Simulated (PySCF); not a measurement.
Gas-phase reaction: 2 C₃H₄ (allene) = C₆H₆ + 2 H

Method: PySCF energies plus ideal-gas RRHO corrections (1 bar). Table values come from the NASA 1993 polynomials. † marks an energy on the PBE0/def2-TZVP geometry and frequencies; other levels use their own. Open shells (unrestricted): H (multiplicity 2); the rest are closed-shell singlets. The harmonic model lacks anharmonicity and excited electronic states, which grow with temperature; levels with a mode under 35 cm⁻¹ are left out.

| level | ΔH°(298 K), kJ | minus table | ΔG°(1200 K), kJ |
|---|---|---|---|
| table | 137.0 | - | 113.3 |
| HF/def2-TZVP† | 60.8 | -76.2 | 34.9 |
| M06-2X/def2-TZVP† | 140.5 | 3.5 | 114.5 |
| PBE0/def2-SVP† | 83.5 | -53.5 | 57.6 |
| PBE0/def2-TZVP | 113.2 | -23.8 | 87.3 |
| LDA/def2-TZVP† | 125.7 | -11.3 | 99.7 |
| ωB97X-V/def2-TZVP† | 126.7 | -10.3 | 100.8 |
